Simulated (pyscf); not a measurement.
PySCF, gas phase, ωB97X-D3(BJ)/def2-SVP geometries. Correlated levels are frozen-core, on RHF or UHF. ΔMP2 is the change of the MP2 total energy from the triple- to the quadruple-zeta basis.

SMILES: FC(Cl)(Cl)Cl
```xyz
5

F      1.5200    -0.5074    -0.9075
C      0.3278    -0.1274    -0.4446
Cl     0.0472     1.5484    -0.9146
Cl    -0.9076    -1.1726    -1.1439
Cl     0.3314    -0.2763     1.3119
```
Charge 0, spin multiplicity 1.

Question: List the bond dissociation enthalpies at 298 K of F–C(Cl)(Cl)–Cl from CCSD(T)/def2-TZVPP + ΔMP2(QZVPP), from the weakest bond up.

Answer: C–Cl to F–C•(Cl)–Cl + Cl•: 312.6 kJ/mol; C–F to F• + Cl–C•(Cl)–Cl: 436.6 kJ/mol. Ring and multiple bonds, and those that leave no two simple radicals, are not listed. The CCSD(T) − MP2 part came from Ansatz, without density fitting, on the same reference. Left out: the spin-orbit lowering of Cl, F.
